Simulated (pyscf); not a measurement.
F–Si•(F)–F + water (H₂O) → HO–Si(F)(F)–F + H atom (H•), a substitution at O (doublet surface; H–O broken, O–Si formed). Single points on ωB97X-D3(BJ)/def2-SVP structures (PySCF, gas phase). Energies in kJ/mol from the separated reactants.

Small-basis levels: PySCF, no dispersion term, spherical d functions. AM1 to PM7: differences of heats of formation from MOPAC. Open shells are spin-unrestricted. 

| level | barrier | reaction energy |
|---|---|---|
| HF/3-21G | 48.9 | -147.8 |
| HF/6-31G* | 144.4 | -114.5 |
| MP2/6-31G* | 72.9 | -125.5 |
| SVWN5/6-31G* | -30.0 | -91.0 |
| BP86/6-31G* | 26.3 | -60.1 |
| PBE/6-31G* | 18.9 | -75.3 |
| B3LYP/STO-3G | 70.0 | +51.7 |
| B3LYP/3-21G | -47.9 | -101.6 |
| B3LYP/LANL2DZ | 38.5 | -1.1 |
| M06-2X/6-31G* | [?] | -96.9 |
| PBE/def2-SVP | 21.3 | -65.0 |
| AM1 | 39.5 | +101.6 |
| ωB97M-D3(BJ)/def2-TZVP | [?] | -83.0 |

Problem. Fill in the missing entries.

Solution. 
- M06-2X/6-31G*, barrier: 55.0
- ωB97M-D3(BJ)/def2-TZVP, barrier: 60.0

Against the last row the barrier runs from -107.9 (B3LYP/3-21G) to +84.4 kJ/mol (HF/6-31G*). At SVWN5/6-31G*, B3LYP/3-21G, AM1 this geometry lies under one side, so the entry may be no barrier of that level: it is a single point on another level's saddle. ωB97M-D3(BJ)/def2-TZVP has limits of its own. On the reactant side the descent ends in a complex, 30.9 kJ/mol under the separated species and 104.2 kJ/mol under the saddle at ωB97X-D3(BJ)/def2-TZVP. At ωB97X-D3(BJ) the barrier from the zero used here is 73.3 kJ/mol. One saddle was located; it need not be the lowest between these sides. The angle at the attacked O is 139°.
